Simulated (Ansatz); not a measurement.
Two shapes of doublet C₂H₃.

Shape 1:

```xyz
5

C    -0.0191   -0.0155   -0.6165
C     0.0037    0.0045    0.7217
H     0.0193    0.7334    1.5278
H    -0.0184   -1.0166   -1.2001
H    -0.0338    0.8589   -1.2028
```

Shape 2:

```xyz
5

C     0.0054   -0.0592   -0.5924
C    -0.0044   -0.0484    0.7314
H    -0.0079    0.6822    1.5338
H    -0.0056   -0.9811   -1.1587
H    -0.0055    0.8851   -1.1662
```

Basis set: STO-3G (spherical functions). Correlated methods keep 2 orbitals frozen. Charge 0, multiplicity 2.

Computed with Ansatz (development build ahead of 0.2.0); each method stands on the lowest determinant of its kind that the runs found.

Q: Which shape is lower in energy, and by how much in each method?

A:

| method | E(2) − E(1) (eV) |
| --- | --- |
| UHF | -0.119 |
| UHF-MP2 | -0.133 |

Shape 2 is lower. Caution: the unrestricted determinant is spin contaminated.
